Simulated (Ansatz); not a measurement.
Molecular dynamics of CHNSi

Input:

```yaml
crystal:
  periodic: [false, false, false]
  atoms:
    - { symbol: C, position_ang: [-0.789688, -0.224641, 0.706209] }
    - { symbol: Si, position_ang: [1.169343, -0.159205, 0.922285] }
    - { symbol: "N", position_ang: [-0.04638, 0.080397, -0.33302] }
    - { symbol: H, position_ang: [-0.333275, 0.303449, -1.295484] }
magnetization:
  spin_polarized: true
basis:
  gaussian: { orbitals: def2-SVP }
hamiltonian:
  xc: b3lyp
  dispersion: d4
md:
  timestep: 0.5
  n_steps: 166
  ensemble: nvt_langevin
  temperature: 3000.0
  initial_velocities: maxwell_boltzmann
  seed: 616076
  friction: 0.005
```

Run as:

```bash
$ ansatz run input.yaml --threads 1 --pin off --max-ram 2048MiB --backend cpu --events-out ev --progress --plain --runs-dir out
```

It starts from a relaxed structure.

Output, in part (step lines, the closing report, with atoms numbered from 0):

```
md step     0: t =     0.00 fs  T =  2250.0 K  F+E_penalty+E_count = -10413.33758016 eV  E_kin = 1.163340 eV  (35 SCF iters)
[... lines left out ...]
Total energy: -10412.63934275 eV, -382.6574379056 hartree
Atom 0 at    -0.572636     0.027839     0.617993 Å, force     2.389738     0.271126    -0.468992 eV/Å
Atom 1 at     1.381938    -0.205054     0.278688 Å, force     1.738433    -1.214390     1.685899 eV/Å
Atom 2 at     0.118605     0.576199    -0.455471 Å, force    -3.973454    -0.459965     0.914168 eV/Å
Atom 3 at    -0.580256     0.793778    -1.113315 Å, force    -0.154718     1.403230    -2.131075 eV/Å
Dipole moment:     0.196967     0.125296    -0.417321 e Å
```

The steps, from the saved trajectory:

```
time (fs)  T (K)  potential energy less start (eV)
      0.0   2250                             0.000
      2.5   2200                             0.105
      5.0   1686                             0.377
      7.5   1258                             0.710
     10.0    861                             0.945
     12.5    975                             0.952
     15.0   1496                             0.818
     17.5   2100                             0.645
     20.0   2706                             0.472
     22.5   2830                             0.279
     25.0   2819                             0.311
     27.5   2456                             0.384
     30.0   1752                             0.548
     32.5   1154                             0.905
     35.0    911                             1.083
     37.5    838                             1.160
     40.0   1384                             0.886
     42.5   1466                             0.733
     45.0   1175                             0.839
     47.5    932                             0.944
     50.0   1297                             0.796
     52.5   1648                             0.598
     55.0   2336                             0.389
     57.5   2180                             0.477
     60.0   2188                             0.564
     62.5   2357                             0.852
     65.0   1838                             1.003
     67.5   1563                             1.166
     70.0   2172                             0.988
     72.5   2175                             0.742
     75.0   2397                             0.616
     77.5   2399                             0.725
     80.0   2510                             0.779
     82.5   2207                             0.769
```

The run went to its last step. The mean temperature of the second half is 36 % below the set value. A run of 0.083 ps of so small a system gives no equilibrium averages.

The same pairs are bonded in the first frame and the last. Pairs count as bonded within 1.25 times the sum of covalent radii (0.12 Å more for H–H).

Last frame:

```xyz
4
Properties=species:S:1:pos:R:3
C -0.573 0.028 0.618
Si 1.382 -0.205 0.279
N 0.119 0.576 -0.456
H -0.580 0.794 -1.113
```

Run time: 5.1 min on 1 thread of Arm Neoverse V2, on a shared host, peak memory 0.12 GiB.
